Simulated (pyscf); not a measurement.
Single points on ωB97X-D3(BJ)/def2-SVP structures (PySCF, gas phase).

Question: `[CH3][Al]([CH3])[CH3]` + `[CH3]` [doublet] -> `[CH3][CH3]` + `[CH3][Al][CH3]` [doublet]
Surface: doublet. Broken: Al–C. Formed: C–C. Give ΔE‡ and ΔE from ωB97M-D3(BJ)/def2-TZVP, relative to the separated reactants.

Answer: ΔE‡ = 147.4 kJ/mol, ΔE = -42.9 kJ/mol. Zero-point energy shifts the barrier by +14.2 kJ/mol. It is a substitution at C, with an imaginary mode of 1219i cm⁻¹. One saddle was located; it need not be the lowest between these sides. The angle at the attacked C is 156°.
